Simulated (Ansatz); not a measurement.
C₃H₃ClO (`CC(Cl)=C=O`) at its PBE0-D4/def2-TZVP geometry, where that method's forces vanish. The species carries charge 0 and has multiplicity 1.

```xyz
8

C     0.7273   -0.5792   -0.3508
C    -0.1347    0.4812    0.2416
Cl    0.5961    1.9305    0.8487
C    -1.4406    0.4039    0.3436
O    -2.5939    0.3265    0.4293
H     1.4482   -0.9475    0.3841
H     0.1188   -1.4220   -0.6842
H     1.2787   -0.1934   -1.2124
```

What forces (eV/Å) does ωB97M-V/def2-TZVPP give on these atoms in Ansatz? (An estimate is asked.)

The calculation gave: 
```
C1   0.171 -0.197 -0.111
C2  -0.174 -0.016  0.011
Cl3  0.110  0.176  0.071
C4   0.003 -0.022 -0.010
O5  -0.046 -0.002  0.004
H6  -0.065  0.036 -0.069
H7   0.051  0.060  0.023
H8  -0.049 -0.035  0.081
```
